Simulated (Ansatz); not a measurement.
Two structures of H$_{2}$Cl, doublet, reached by relaxing down either side of one saddle point (PBE0-D4/def2-TZVP). Energies are electronic, without zero-point energy. Program: Ansatz 0.2.0. Basis: def2-TZVPP and def2-QZVPP. Cores are frozen in the correlated methods; orbitals are unrestricted. Extrapolation: Hartree–Fock as exp(−7.88 √X), correlation as X^−2.97. First:

| atom | x (Å) | y (Å) | z (Å) |
| --- | --- | --- | --- |
| H1 | -1.5960 | 0.9066 | 0.7603 |
| Cl2 | 1.3123 | -0.7453 | -0.6251 |
| H3 | 0.2837 | -0.1613 | -0.1352 |

Second:

```tsv
atom	x (Å)	y (Å)	z (Å)
H1	-0.5565	0.6632	0.3931
Cl2	1.4657	-0.6795	-0.6418
H3	-0.9092	0.0163	0.2487
```

**Question.** Which bonds change from the first to the second?

**Answer.** HCl + H → Cl + H₂; bonds formed: H1–H3; bonds broken: Cl2–H3.

**Question.** Give the saddle point's structure and its height above each. (To be estimated.)

**Answer.** Computed: 0.225 eV above the first and 0.326 eV above the second (CCSD(T) at an estimated basis limit (MP2 extrapolated from triple and quadruple zeta, plus CCSD(T) − MP2 in triple zeta)).
H1  (-0.950, 0.542, 0.454)
Cl2  (1.030, -0.588, -0.492)
H3  (-0.081, 0.046, 0.038)
(Å)

The search had been set up for a hydrogen abstraction (forming H1–H3, breaking H1–Cl2); from that guess it ended on this step instead.

No T1 diagnostic of these runs exceeds 0.014. ⟨S²⟩ of the unrestricted Hartree–Fock references: 0.75 to 0.78 (a pure state has 0.75).

For scale, one of the runs: CCSD(T)/def2-TZVPP, 70 basis functions, launched by `ansatz run in.yaml --threads 2 --pin off --events-out ev --progress --plain --max-ram 4352MiB`. The run took about 1.4 s on 2 CPU threads of an Arm Neoverse V2 (shared host).
